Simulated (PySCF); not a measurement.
PySCF 2.14.0 with density-fitted response routines calculation with GFN2-xTB geometry and shielding tensors at PBE0/pcSseg-1 (GIAO); no relativistic terms, one computed conformer, rapidly exchanging positions averaged, in vacuum.

δ = σ(ref) − σ, references computed at the same level: ¹H, ¹³C vs TMS. Shifts are as computed. Against solution values, carbons near 30 ppm lie about +3 ppm off and those near 130 ppm about +5 ppm. Of 1211 compounds with measured shifts, 218 miss one by over three times the rms of a fit or turn the order of signals round; such compounds aren't used in these exercises. OH and NH positions are gas-phase values without hydrogen bonding to other molecules.

Problem. Order these molecules by the shift of their most deshielded carbon-bound hydrogen, lowest δ first.
A. C=C/C(C)=N\NC
B. COC(F)(F)[Si@@H]1C[SiH2][SiH2]1
C. C1=NC2=NC=NC3=NC=NC(=N1)N23
D. C/C=N/C/C=N/C

Solution. B (3.86 ppm, hydrogen on a methyl carbon bonded to O), A (6.62 ppm, hydrogen on an alkene CH), D (8.05 ppm, hydrogen on a C=N carbon), C (8.48 ppm, hydrogen on a C=N carbon).

Problem. Order these molecules by the shift of their most shielded carbon-bound hydrogen, lowest δ first.
A. COC(F)(F)[Si@@H]1C[SiH2][SiH2]1
B. C/C=N/C/C=N/C
C. C1=NC2=NC=NC3=NC=NC(=N1)N23

Solution. A (0.72 ppm, hydrogen on an sp3 CH2 bonded to 2 Si), B (2.06 ppm, hydrogen on a methyl carbon), C (8.48 ppm, hydrogen on a C=N carbon).

Problem. How many ¹³C and ¹H signals does each give (equivalence by symmetry and fast rotation, but not about amide C–N or C=N bonds)? `C=C/C(C)=N\NC`, `C1=NC2=NC=NC3=NC=NC(=N1)N23`, `C/C=N/C/C=N/C`, `COC(F)(F)[Si@@H]1C[SiH2][SiH2]1`

Solution. C=C/C(C)=N\NC: 5 C, 6 H; C1=NC2=NC=NC3=NC=NC(=N1)N23: 2 C, 1 H; C/C=N/C/C=N/C: 5 C, 5 H; COC(F)(F)[Si@@H]1C[SiH2][SiH2]1: 3 C, 8 H.
